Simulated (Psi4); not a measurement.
## Worked example: ideal-gas entropy of H2CO (SMILES C=O)

A singlet with charge 0, relaxed at PBE0-D4/def2-TZVP (density fitting) (Psi4 1.11):

```xyz
4

C    -0.0310   -0.0040   -0.0148
O     0.6804    0.5224    0.7887
H    -0.5692    0.5748   -0.7924
H    -0.1930   -1.1008   -0.0277
```

Harmonic wavenumbers in cm⁻¹: 1207, 1267, 1532, 1854, 2901, 2961.

Masses in u: C 12.011, O 15.999, H 1.008. Take T = 298.15 K, p = 1 bar, R = 8.3145 J/(mol K), kT/hc = 207.22 cm⁻¹, rigid rotor and harmonic oscillator.

**Question.** Work out S° at 298 K.

**Answer.** 
1. Translation (Sackur–Tetrode): S = R[3/2 ln M + 5/2 ln T − 1.1517] with M = 30.026 gives 151.3 J/(mol K).
2. Rotation: principal moments 1.781, 12.840, 14.621 u Å² give A, B, C = 9.4647, 1.3129, 1.153 cm⁻¹; the symmetry number is σ = 2; q = (√π/σ)√((kT/hc)³/ABC) = 698; S = R(ln q + 3/2) = 66.9.
3. Vibration: with u = ν̃/207.22, each mode gives R[u/(eᵘ − 1) − ln(1 − e⁻ᵘ)]; the sum is 0.4, most from 1207 cm⁻¹ (0.2), 1267 cm⁻¹ (0.1).
4. Spin: R ln 1 = 0.0.
5. Sum: 151.3 + 66.9 + 0.4 + 0.0 = 218.6 J/(mol K).

The tabulated value is 218.8 J/(mol K) (CRC Handbook of Chemistry and Physics): the model is off by -0.2.
